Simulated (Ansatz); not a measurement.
Constitutional and geometric isomers with formula C2H2O. Gas-phase values, no solvent. Strings in code marks are SMILES.

Quantity: electronic energy of isomers of C2H2O relative to `C=C=O`, in kJ/mol. The restricted reference of `C1=CO1` is unstable towards unrestricted orbitals.

Case: `C1=CO1`. Geometry of `C1=CO1` (neutral, multiplicity 1, Å):

```xyz
5

C      0.6265    -0.1015     0.1114
C     -0.6298    -0.1350     0.1951
O      0.0145     1.0425     0.8588
H      1.6364    -0.3593    -0.1291
H     -1.6476    -0.4467     0.0895
```

Q: Predict the electronic energy of isomers of C2H2O relative to `C=C=O` from composite: frozen-core CCSD(T) with HF/cc-pVQZ and the correlation energy extrapolated as X^-3 from cc-pVTZ and cc-pVQZ, plus CCSDT(Q) minus CCSD(T) in cc-pVDZ // B3LYP-D3(BJ)/def2-TZVP (Ansatz, a quantum-chemistry and plane-wave program).

A: 325.5 kJ/mol.
